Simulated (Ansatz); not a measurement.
# One shape, several levels: SiH3Cl (SiClH3)

We compute a comparison of 6 runs (BHLYP/STO-3G, UPBE/STO-3G, r2SCAN0/STO-3G, wB97M-V/STO-3G, RPA@PBE/STO-3G, CCSDT(Q)/STO-3G) of SiH3Cl (SiClH3). 

Program for the calculation: Ansatz 0.2.0.

41 further runs of the same task are left out: 4 that didn't finish, 37 set aside as unsound or not needed.

### 1 The molecule

SiH3Cl: 5 atoms, total charge 0, spin state singlet. SMILES: `[H][Si]([H])([H])Cl`. The Cl2–Si1 distance was set to 2.513 Å, away from the relaxed value.

Bond lengths: Si1–Cl2 2.513 Å, Si1–H3 1.458 Å, Si1–H4 1.458 Å, Si1–H5 1.458 Å. Angles: Cl2–Si1–H3 108.3°, Cl2–Si1–H4 108.2°, Cl2–Si1–H5 108.0°, H3–Si1–H4 110.8°, H3–Si1–H5 110.8°, H4–Si1–H5 110.7°.

### 2 A single-point energy at BHLYP/STO-3G (run 1)

in.yaml reads:

```yaml
crystal:
  periodic: [false, false, false]
  atoms:
    - symbol: Si
      position_ang: [-0.002310, 0.007634, -0.631875]
    - symbol: Cl
      position_ang: [0.010690, -0.020840, 1.880630]
    - symbol: H
      position_ang: [1.379730, 0.016904, -1.097375]
    - symbol: H
      position_ang: [-0.703350, 1.209394, -1.068945]
    - symbol: H
      position_ang: [-0.695150, -1.190326, -1.092305]
basis:
  gaussian:
    orbitals: STO-3G
hamiltonian:
  xc: {name: BHLYP}
total_charge: 0
accuracy: high
```

Command:

```console
ansatz run in.yaml --threads 1 --pin off --max-ram 2610MiB --events-out events.jsonl --progress --plain --runs-dir runs
```

The log of the run:

```text
Warning: RAYON_NUM_THREADS=1 ignored (pool sized by the plan → 1); use --threads N
Functional definition: BHLYP
  name "BHLYP"
  parameter a = 0.5
  exchange = (1 - a)*b88_x + a*exact_x
  correlation = lyp_c
353 factors; integrals over basis functions are off by at most 8.2e-9 eV
mean field evaluation 1: about -20219.7521 eV, gradient 1.8e1 eV
mean field evaluation 2: about -20221.0484 eV, gradient 1.3e1 eV
mean field evaluation 4: about -20221.8936 eV, gradient 6.3e-2 eV
mean field evaluation 8: about -20221.8639 eV, gradient 5.4e-4 eV
mean field -20221.86385746 eV, -743.1397898901 hartree, gradient 9.1e-9 eV, S^2 0.000000; 0 other end points of the search recorded, 0 dependent functions left out
reference -20221.86387612 eV, -743.1397905758 hartree; 17, 17 occupied and 4, 4 virtual orbitals, 353 factors
Total energy: -20221.86387612 eV, -743.1397905758 hartree
```

It took 0.69 s on 1 thread of AMD EPYC 9R14 (Zen 4), shared host.

### 3 The energy at UPBE/STO-3G (run 2)

input.yaml reads:

```yaml
basis:
  gaussian: {orbitals: STO-3G}
crystal:
  periodic: [false, false, false]
  atoms:
    - symbol: Si
      position_ang: [-0.002310, 0.007634, -0.631875]
    - symbol: Cl
      position_ang: [0.010690, -0.020840, 1.880630]
    - symbol: H
      position_ang: [1.379730, 0.016904, -1.097375]
    - symbol: H
      position_ang: [-0.703350, 1.209394, -1.068945]
    - symbol: H
      position_ang: [-0.695150, -1.190326, -1.092305]
magnetization: {spin_polarized: true, initial_magnetization: 0}
hamiltonian: {xc: {name: PBE}}
accuracy: high
```

Command:

```console
ansatz run input.yaml --threads 1 --pin off --max-ram 2610MiB --events-out events.jsonl --progress --plain --runs-dir runs
```

The log of the run:

```text
Warning: RAYON_NUM_THREADS=1 ignored (pool sized by the plan → 1); use --threads N
Functional definition: PBE
  name "PBE"
  parameter kappa = 0.804
  parameter beta = 0.06672455060314922
  exchange = pbe_x(kappa = kappa, mu = beta*pi^2/3)
  correlation = pbe_c(beta = beta)
353 factors; integrals over basis functions are off by at most 8.2e-9 eV
mean field evaluation 1: about -20208.4220 eV, gradient 1.6e1 eV
mean field evaluation 2: about -20201.6372 eV, gradient 2.9e1 eV
mean field evaluation 4: about -20211.2863 eV, gradient 8.8e-1 eV
mean field evaluation 8: about -20211.2392 eV, gradient 3.2e-3 eV
mean field evaluation 16: about -20211.2392 eV, gradient 3.3e-9 eV
mean field -20211.23920706 eV, -742.7493411894 hartree, gradient 3.3e-9 eV, S^2 0.000000; 0 other end points of the search recorded, 0 dependent functions left out
reference -20211.23920884 eV, -742.7493412550 hartree; 17, 17 occupied and 4, 4 virtual orbitals, 353 factors
Total energy: -20211.23920884 eV, -742.7493412550 hartree
```

Wall time 1.2 s (1 thread of AMD EPYC 9R14 (Zen 4), shared host); peak memory 0.15 GiB.

Runs 3 to 5 aren't shown in full; the table further down has their settings and results.

### 4 A single-point energy at CCSDT(Q)/STO-3G (run 6)

molecule.yaml reads:

```yaml
crystal:
  periodic: [false, false, false]
  atoms:
    - {symbol: Si, position_ang: [-0.002310, 0.007634, -0.631875]}
    - {symbol: Cl, position_ang: [0.010690, -0.020840, 1.880630]}
    - {symbol: H, position_ang: [1.379730, 0.016904, -1.097375]}
    - {symbol: H, position_ang: [-0.703350, 1.209394, -1.068945]}
    - {symbol: H, position_ang: [-0.695150, -1.190326, -1.092305]}
basis:
  gaussian:
    orbitals: STO-3G
correlation:
  method: ccsdt_q
  frozen_orbitals: {Cl: 5, H: 0, Si: 5}
accuracy: high
scf:
  omitted_lower_state_checks: [cluster_reference, increment]
```

Command:

```console
ansatz run molecule.yaml --threads 1 --pin off --max-ram 2610MiB --events-out events.jsonl --progress --plain --runs-dir runs
```

The log of the run:

```text
Warning: RAYON_NUM_THREADS=1 ignored (pool sized by the plan → 1); use --threads N
[... 11 lines left out ...]
10 core orbitals not correlated: weight in the atoms' cores, before any rotation towards them, 1.000 or more for the frozen orbitals, at most 0.000 for the correlated occupied ones
[... 23 lines left out ...]
Total energy: -20190.82568036 eV, -741.9991579199 hartree
Checks for a lower state left out: cluster_reference, increment
```

Run time: 0.2 s. Hardware: 1 thread of AMD EPYC 9R14 (Zen 4), shared host.

### 5 The series

```csv
run,level,frozen core orbitals,energy (Eh),wall time
1,BHLYP/STO-3G,–,-743.139791,0.69 s
2,UPBE/STO-3G,–,-742.749341,1.2 s
3,r2SCAN0/STO-3G,–,-743.108384,1.5 s
4,wB97M-V/STO-3G,–,-743.183520,7.5 s
5,RPA@PBE/STO-3G,10,-742.040489,0.95 s
6,CCSDT(Q)/STO-3G,10,-741.999158,0.2 s
```

### 6 What came out

```
                                           quantity          value
                                run 6: total energy  -741.99916 Eh
run 6: correlation energy (10 core orbitals frozen)      -74.7 mEh
                               run 6: T1 diagnostic          0.012
```

**Reading.** Totals of different functionals can't be ranked against each other. In runs 1, 2, 3, 4, 5, 6 the basis is minimal, so the values are rough. All runs together took 12 s, the longest 7.5 s.
